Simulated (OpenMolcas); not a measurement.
# CHF2 (difluoromethyl radical): U-r2SCAN0/ANO-L-VDZP

Aim: the electrostatic solvation energy at fixed shape (PCM, acetone) of CHF2 (difluoromethyl radical) at U-r2SCAN0/ANO-L-VDZP, from 2 runs. 

The results are computed with OpenMolcas 26.06.

**1. The structure to begin with**

The species is CHF2 (4 atoms), meant as a doublet with charge 0. SMILES: `F[CH]F`. The shape is that of a PBE0-D4/def2-TZVP optimisation.

Bond lengths: F1–C2 1.321 Å, C2–F3 1.321 Å, C2–H4 1.090 Å. Angles: F1–C2–F3 111.3°, F1–C2–H4 114.3°, F3–C2–H4 114.3°.

**2. Energy and forces at U-r2SCAN0/ANO-L-VDZP**

geom.xyz reads:

```xyz
4

F     -1.208200     0.264600    -0.141700
C      0.038600     0.063400     0.244400
F      0.433100    -1.166800    -0.029600
H      0.736500     0.838700    -0.073100
```

run.inp reads:

```
&GATEWAY
  COORD
  geom.xyz
  BASIS
  ANO-L-VDZP
  GROUP
  NoSym

&SEWARD

&SCF
  UHF
  SPIN
  2
  KSDFT
  HYB_MGGA_XC_R2SCAN0
  PRORBITALS
  1 2

&ALASKA
```

Command:

```bash
$ export MOLCAS_MEM=1860
$ pymolcas run.inp > run.log
```

The program printed:

```text
--- Start Module: gateway ---
[...]
--- Stop Module: gateway /rc=_RC_ALL_IS_WELL_ ---
[...]
      Basis functions           47
[...]
--- Start Module: scf ---
[...]
       Convergence after  12 Iterations
[...]
::    Total KS-DFT energy                            -238.2761718120
[...]
      Total spin, S                                     0.5020795930
[...]
      Total electronic charge=   25.000000
      Total            charge=   -0.000000
[...]
      Dipole Moment (debye):
      Origin of the operator (angstrom)=   -0.2651   -0.3046   -0.0078
                   X=  9.7334E-01               Y=  1.1145E+00               Z= -2.1821E-02           Total=  1.4798E+00
      Quadrupole Moment (debye*angstrom):
[...]
--- Stop Module: scf /rc=_RC_ALL_IS_WELL_ ---
[...]
--- Start Module: alaska ---
[...]
 *              Molecular gradients               *
 **************************************************
  Irreducible representation: a
 ------------------------------------------------------------------------------------------
                              X                       Y                       Z
 ------------------------------------------------------------------------------------------
  F1                7.68290639314113E-02   -1.16242133135849E-02    2.19570970249579E-02
  C2               -2.04011704336975E-02   -2.72490269195265E-02   -4.94221049318222E-02
  F3               -2.33965872366433E-02    7.57858353236447E-02    1.51080052723407E-02
  H4               -3.30313062610519E-02   -3.69125950905334E-02    1.23570026345212E-02
 ------------------------------------------------------------------------------------------
--- Stop Module: alaska /rc=_RC_ALL_IS_WELL_ ---
[...]
```

It took 13 s on 1 thread of Intel Xeon 6975P-C (Granite Rapids), shared host; peak memory 0.38 GiB.

**3. Energy and forces at U-r2SCAN0/ANO-L-VDZP (PCM acetone)**

geom.xyz is that of step 2.

run.inp reads:

```
&GATEWAY
  Coord = geom.xyz
  Basis = ANO-L-VDZP
  Group = NoSym
  RF-Input
  PCM-Model
  Solvent=acetone
  End of RF-Input

&SEWARD

&SCF
  UHF
  Spin = 2
  KSDFT = HYB_MGGA_XC_R2SCAN0
  PrOrbitals = 1 2

&ALASKA
```

Command:

```bash
$ export MOLCAS_MEM=1860
$ pymolcas run.inp > run.log
```

The program printed:

```text
--- Start Module: gateway ---
[...]
--- Stop Module: gateway /rc=_RC_ALL_IS_WELL_ ---
[...]
      Basis functions           47
[...]
--- Start Module: scf ---
[...]
       Convergence after  11 Iterations
[...]
::    Total KS-DFT energy                            -238.2791298742
[...]
      Total spin, S                                     0.5020803847
[...]
      Total electronic charge=   25.000000
      Total            charge=   -0.000000
[...]
      Dipole Moment (debye):
      Origin of the operator (angstrom)=   -0.2651   -0.3046   -0.0078
                   X=  1.1383E+00               Y=  1.3019E+00               Z= -3.9151E-02           Total=  1.7297E+00
      Quadrupole Moment (debye*angstrom):
[...]
--- Stop Module: scf /rc=_RC_ALL_IS_WELL_ ---
[...]
--- Start Module: alaska ---
[...]
 *              Molecular gradients               *
 **************************************************
  Irreducible representation: a
 ------------------------------------------------------------------------------------------
                              X                       Y                       Z
 ------------------------------------------------------------------------------------------
  F1                8.04713724542445E-02   -1.06702594066856E-02    2.31237708112721E-02
  C2               -2.34901678478368E-02   -3.09309256211110E-02   -5.14278764221068E-02
  F3               -2.30246851244820E-02    7.95831077490572E-02    1.60452823413881E-02
  H4               -3.43854025799404E-02   -3.84481567559596E-02    1.24135841820130E-02
 ------------------------------------------------------------------------------------------
--- Stop Module: alaska /rc=_RC_ALL_IS_WELL_ ---
[...]
```

Wall time 15 s (1 thread of Intel Xeon 6975P-C (Granite Rapids), shared host); peak memory 0.38 GiB.

**4. Outcome**

At U-r2SCAN0/ANO-L-VDZP:

| quantity | value |
| --- | --- |
| gas phase: total energy | -238.27617 Eh |
| gas phase: dipole moment | 1.48 D |
| gas phase: HOMO energy (highest over α and β) | -7.55 eV |
| gas phase: LUMO energy (lowest over α and β) | -1.18 eV |
| gas phase: ⟨S²⟩ | 0.754 |
| PCM, acetone: total energy | -238.27913 Eh |
| PCM, acetone: dipole moment | 1.73 D |
| PCM, acetone: HOMO energy (highest over α and β) | -7.42 eV |
| PCM, acetone: LUMO energy (lowest over α and β) | -1.01 eV |
| PCM, acetone: ⟨S²⟩ | 0.754 |
| energy change from gas to solvent at fixed shape | -0.080 eV |

**Reading.** This program's gradients are faulty for this kind of reference, so any forces in the log (PCM, acetone) can't be trusted; the energy can. This program's gradients are faulty for this kind of reference, so any forces in the log (gas phase) can't be trusted; the energy can. The solvent model (PCM, acetone) lowers the energy by 0.08 eV (−7.8 kJ/mol) at the same shape. It holds the electrostatic part alone, without cavity or dispersion terms.
